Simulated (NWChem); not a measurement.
# One shape, several levels: C2H4NO (SMILES [N]=CCO)

We compute a comparison of 5 runs (UHF/STO-3G, UHF/3-21G, UB3LYP/6-31G*, UMP2/def2-SVP) of C2H4NO. 

Program for the calculation: NWChem 7.3.0.

### 1 The system as given

C2H4NO has 8 atoms, charge 0, and is taken as a doublet. SMILES: `[N]=CCO`. The coordinates come from a GFN2-xTB relaxation.

Bond lengths: N1–C2 1.214 Å, C2–C3 1.542 Å, C3–O4 1.393 Å, C2–H5 1.098 Å, C3–H6 1.096 Å, C3–H7 1.095 Å, O4–H8 0.964 Å. Angles: N1–C2–C3 126.0°, C2–C3–O4 112.8°, N1–C2–H5 123.8°, C3–C2–H5 110.2°, C2–C3–H6 108.4°, C2–C3–H7 106.6°, O4–C3–H6 112.6°, O4–C3–H7 106.7°, C3–O4–H8 110.0°, H6–C3–H7 109.5°.

### 2 Energy and forces at UHF/STO-3G (run 1)

The input, work.nw:

```
start work
memory stack 880 mb heap 220 mb global 1100 mb
geometry units au noautosym nocenter noautoz
  N   0.78038130  3.00326614 -2.41588257
  C  -0.47090085  1.62575028 -1.07461166
  C   0.57058391 -0.25981844  0.88834135
  O  -0.80623275 -2.50092025  0.97844350
  H  -2.54415718  1.56465544 -1.09880015
  H   2.57826674 -0.57506256  0.49308624
  H   0.36388566  0.63940773  2.73949817
  H  -0.47182682 -3.49724055 -0.51007488
end
basis spherical bse
  * library STO-3G
end
scf
  doublet
  uhf
  thresh 1e-08
  maxiter 80
end
task scf gradient
```

Started as:

```
$ nwchem work.nw > work.out
```

The log of the run:

```text
[...]
  functions       =    24
[...]
  wavefunction    = UHF
[...]
         Total SCF energy =   -204.646652157892
      One electron energy =   -497.112958068982
      Two electron energy =    182.898096516158
 Nuclear repulsion energy =    109.568209394932
                       Sz =      0.5000
                 Sz(Sz+1) =      0.7500
                      S^2 =      0.9954
[...]
                         UHF ENERGY GRADIENTS
    atom               coordinates                        gradient
                 x          y          z           x          y          z
   1 N       0.780381   3.003266  -2.415883   -0.090597  -0.100181   0.097914
   2 C      -0.470901   1.625750  -1.074612    0.102694   0.102096  -0.096242
   3 C       0.570584  -0.259818   0.888341   -0.024526  -0.019620   0.008680
   4 O      -0.806233  -2.500920   0.978444    0.034040   0.017086  -0.038777
   5 H      -2.544157   1.564655  -1.098800   -0.001748  -0.006686   0.005826
   6 H       2.578267  -0.575063   0.493086   -0.003061  -0.001600  -0.004285
   7 H       0.363886   0.639408   2.739498   -0.003651   0.001592  -0.002681
   8 H      -0.471827  -3.497241  -0.510075   -0.013151   0.007312   0.029564
[...]
```

Wall time 3.3 s (1 thread of AMD EPYC 9R14 (Zen 4), shared host); peak memory 0.099 GiB.

### 3 Energy and forces at UHF/3-21G (run 2)

The input, m1.nw:

```
start m1
title "C2H4NO hf"
memory stack 880 mb heap 220 mb global 1100 mb

geometry units angstroms noautosym nocenter noautoz
  N        0.412960       1.589260      -1.278430
  C       -0.249190       0.860310      -0.568660
  C        0.301940      -0.137490       0.470090
  O       -0.426640      -1.323430       0.517770
  H       -1.346310       0.827980      -0.581460
  H        1.364360      -0.304310       0.260930
  H        0.192560       0.338360       1.449680
  H       -0.249680      -1.850660      -0.269920
end

basis spherical bse
  * library 3-21G
end

scf
  doublet
  uhf
  thresh 1e-08
  maxiter 80
  print medium
end

task scf gradient
```

Started as:

```
$ nwchem m1.nw > m1.out
```

The log of the run:

```text
[...]
  functions       =    44
[...]
  wavefunction    = UHF
[...]
         Total SCF energy =   -206.152558517355
      One electron energy =   -497.431943262180
      Two electron energy =    181.711167405259
 Nuclear repulsion energy =    109.568217339566
                       Sz =      0.5000
                 Sz(Sz+1) =      0.7500
                      S^2 =      0.9197
[...]
                         UHF ENERGY GRADIENTS
    atom               coordinates                        gradient
                 x          y          z           x          y          z
   1 N       0.780381   3.003266  -2.415882   -0.036356  -0.041835   0.039433
   2 C      -0.470901   1.625750  -1.074612    0.050122   0.052810  -0.044282
   3 C       0.570584  -0.259818   0.888341   -0.026760  -0.032942  -0.005677
   4 O      -0.806233  -2.500920   0.978443    0.015551   0.019746   0.003158
   5 H      -2.544157   1.564655  -1.098800   -0.008112  -0.004848   0.003846
   6 H       2.578267  -0.575063   0.493086    0.006914  -0.002920  -0.004890
   7 H       0.363886   0.639408   2.739498   -0.003797   0.005842   0.007910
   8 H      -0.471827  -3.497240  -0.510075    0.002437   0.004146   0.000501
[...]
```

Run time: 2.8 s. Hardware: 1 thread of AMD EPYC 9R14 (Zen 4), shared host; peak memory 0.099 GiB.

### 4 Energy and gradient at UB3LYP/6-31G(d) (spherical functions) (run 3)

The input, a.nw:

```
start a
title "C2H4NO gradient"
memory total 2200 mb
charge 0

geometry units angstrom noautosym nocenter noautoz
  N      0.412960     1.589260    -1.278430
  C     -0.249190     0.860310    -0.568660
  C      0.301940    -0.137490     0.470090
  O     -0.426640    -1.323430     0.517770
  H     -1.346310     0.827980    -0.581460
  H      1.364360    -0.304310     0.260930
  H      0.192560     0.338360     1.449680
  H     -0.249680    -1.850660    -0.269920
end

basis spherical bse
  * library 6-31G*
end

dft
  xc b3lyp
  mult 2
  grid xfine
  convergence energy 1e-08
  iterations 100
  mulliken
  print medium
end

task dft gradient
```

Started as:

```
$ nwchem a.nw > a.out
```

The log of the run:

```text
[...]
          Wavefunction type:  spin polarized.
          No. of atoms     :     8
          No. of electrons :    31
[...]
          Charge           :     0
          Spin multiplicity:     2
[...]
          AO basis - number of functions:    64
[...]
              XC Information
              --------------
                         B3LYP Method XC Potential
                     Hartree-Fock (Exact) Exchange  0.200
                        Slater Exchange Functional  0.800 local
                    Becke 1988 Exchange Functional  0.720 non-local
              Lee-Yang-Parr Correlation Functional  0.810
                  VWN I RPA Correlation Functional  0.190 local
[...]
 d= 0,ls=0.0,diis     1   -208.3904781600 -3.18D+02  1.05D-02  1.90D-01     2.6
[...]
 d= 0,ls=0.0,diis    13   -208.4999635004 -6.13D-09  9.23D-07  1.43D-09    30.4
[...]
         Total DFT energy =     -208.499963500442
      One electron energy =     -499.595826422540
           Coulomb energy =      209.363434983908
    Exchange-Corr. energy =      -27.835789401375
 Nuclear repulsion energy =      109.568217339566
[...]
      Total Density - Mulliken Population Analysis
     ---------------------------------------------
    Atom       Charge   Shell Charges
 -----------   ------   -------------------------------------------------------
    1 N    7     7.24   2.00  0.86  2.23  0.96  1.17  0.03
    2 C    6     6.00   2.00  0.71  2.07  0.45  0.73  0.05
    3 C    6     6.05   2.00  0.68  2.05  0.53  0.73  0.07
    4 O    8     8.61   2.00  0.90  2.93  0.96  1.79  0.03
    5 H    1     0.83   0.52  0.31
    6 H    1     0.85   0.53  0.31
    7 H    1     0.82   0.53  0.29
    8 H    1     0.59   0.48  0.11
[...]
      <S2> =      0.7584 (Exact =     0.7500)
[...]
  wavefunction    = open shell
                         DFT ENERGY GRADIENTS
    atom               coordinates                        gradient
                 x          y          z           x          y          z
   1 N       0.780381   3.003266  -2.415882   -0.027051  -0.030315   0.030192
   2 C      -0.470901   1.625750  -1.074612    0.026806   0.033930  -0.031175
   3 C       0.570584  -0.259818   0.888341   -0.010001  -0.007413   0.002425
   4 O      -0.806233  -2.500920   0.978443    0.010209   0.006668  -0.005710
   5 H      -2.544157   1.564655  -1.098800    0.006073  -0.003763   0.003261
   6 H       2.578267  -0.575063   0.493086   -0.002363  -0.001284  -0.002483
   7 H       0.363886   0.639408   2.739498   -0.001511   0.001040  -0.001324
   8 H      -0.471827  -3.497240  -0.510075   -0.002163   0.001138   0.004815
[...]
```

It took 35 s on 1 thread of AMD EPYC 9R14 (Zen 4), shared host; peak memory 0.14 GiB.

Run 4 isn't shown in full; the table further down has it.

### 5 Energy and forces at UMP2/def2-SVP (run 5)

The input, c2h4no.xyz:

```xyz
8
C2H4NO
N      0.412960     1.589260    -1.278430
C     -0.249190     0.860310    -0.568660
C      0.301940    -0.137490     0.470090
O     -0.426640    -1.323430     0.517770
H     -1.346310     0.827980    -0.581460
H      1.364360    -0.304310     0.260930
H      0.192560     0.338360     1.449680
H     -0.249680    -1.850660    -0.269920
```

The input, c2h4no.nw:

```
start c2h4no
title "C2H4NO"
memory total 2200 mb
charge 0

geometry units angstrom noautosym nocenter noautoz
 load c2h4no.xyz
end

basis "ao basis" spherical bse
 * library def2-SVP
end

scf
 nopen 1
 uhf
 thresh 1e-08
 maxiter 80
 print medium
end

mp2
 freeze core 4
 tight
end

task mp2 gradient
```

Started as:

```
$ nwchem c2h4no.nw > c2h4no.out
```

The log of the run:

```text
[...]
  functions       =    76
[...]
  wavefunction    = UHF
[...]
         Total SCF energy =   -207.158867283591
      One electron energy =   -498.821735686140
      Two electron energy =    182.094651062984
 Nuclear repulsion energy =    109.568217339566
                       Sz =      0.5000
                 Sz(Sz+1) =      0.7500
                      S^2 =      0.8791
[...]
          Total MP2 energy          -207.728005552870
[...]
                         mp2 ENERGY GRADIENTS
    atom               coordinates                        gradient
                 x          y          z           x          y          z
   1 N       0.780381   3.003266  -2.415882   -0.006016  -0.007155   0.007468
   2 C      -0.470901   1.625750  -1.074612    0.001648   0.019034  -0.016669
   3 C       0.570584  -0.259818   0.888341   -0.003306  -0.006413   0.009092
   4 O      -0.806233  -2.500920   0.978443    0.008270   0.005261  -0.000732
   5 H      -2.544157   1.564655  -1.098800    0.008249  -0.004769   0.004362
   6 H       2.578267  -0.575063   0.493086   -0.005244  -0.001474  -0.001581
   7 H       0.363886   0.639408   2.739498   -0.001592  -0.001533  -0.002712
   8 H      -0.471827  -3.497240  -0.510075   -0.002009  -0.002949   0.000771
[...]
```

Run time: 26 s. Hardware: 1 thread of AMD EPYC 9R14 (Zen 4), shared host; peak memory 0.21 GiB.

### 6 Overview of the runs

```tsv
run	level	iteration cap	module	energy (Eh)	dipole moment (D)	HOMO energy (eV)	LUMO energy (eV)	wall time
1	UHF/STO-3G	80	scf	-204.646652	1.07	-9.19	7.37	3.3 s
2	UHF/3-21G	80	scf	-206.152559	1.27	-11.02	3.62	2.8 s
3	UB3LYP/6-31G* (spherical functions)	100	dft	-208.499964	1.74	-6.66	-2.45	35 s
4	UB3LYP/6-31G* (Cartesian functions)	100	dft	-208.504773	1.74	-6.68	-2.46	39 s
5	UMP2/def2-SVP	80	mp2	-207.728006	1.75	-11.43	3.18	26 s
```

### 7 Results

```
                                                         quantity          value
                                              run 5: total energy  -207.72801 Eh
   run 5: dipole moment (of the density that the program reports)         1.75 D
run 5: HOMO energy (Hartree–Fock orbitals) (highest over α and β)      -11.43 eV
 run 5: LUMO energy (Hartree–Fock orbitals) (lowest over α and β)        3.18 eV
               run 5: correlation energy (4 core orbitals frozen)     -569.1 mEh
                         run 5: ⟨S²⟩ of the reference determinant          0.879
                                  run 5: largest force on an atom     1.304 eV/Å
```

What this shows: The dipole moment (its size) runs from 1.07 D (UHF/STO-3G) to 1.75 D (UMP2/def2-SVP). The two ends differ in method and basis. In run 1 the basis is minimal, so the values are rough. Spin contamination of the reference: run 1 ⟨S²⟩ = 1.00, run 2 ⟨S²⟩ = 0.92, run 5 ⟨S²⟩ = 0.88. All runs together took 1.8 min, the longest 39 s.
